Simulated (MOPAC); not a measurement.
MOPAC input (PM6):

```
PM6 1SCF CHARGE=-1 GEO-OK AUX(PRECISION=9) THREADS=1
C3H5

C     0.01271391 1    0.96429296 1    0.09450453 1
C     0.74968012 1   -0.36903942 1    0.02506042 1
C    -0.75912986 1   -0.34917026 1    0.02530572 1
H     0.01871361 1    1.43221813 1   -0.90372881 1
H     1.21151338 1   -0.75423325 1   -0.89420606 1
H     1.27979107 1   -0.73318520 1    0.91105030 1
H    -1.29835796 1   -0.69923418 1    0.91146945 1
H    -1.23124509 1   -0.72206515 1   -0.89380892 1
```

Task: What heat of formation does the run end on, and which ionisation energy by Koopmans theorem?

Result: 64.07 kcal/mol; 1.02 eV.
